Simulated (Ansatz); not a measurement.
Z-matrix (Å, degrees):
```
C
H 1 1.0857
H 1 1.0857 2 111.45
Cl 1 1.7624 2 108.13 3 -118.72
Cl 1 1.7624 2 108.13 3 118.72
```
Charge 0, spin multiplicity 1.

The numbers are results of frozen-core CCSD(T)/cc-pVTZ // PBE0-D3(BJ)/def2-TZVP (Ansatz, a first-principles code), not measurements.

The HF energy is -958.07747 Ha and the MP2 correlation energy is -0.55249 Ha.

Question: Estimate the CCSD correlation energy, the (T) correction, the total energy and the T1 diagnostic.

Answer: 
- CCSD correlation energy: -0.59131 Ha
- (T) correction: -0.02488 Ha
- CCSD(T) total energy: -958.69366 Ha
- T1 diagnostic: 0.008
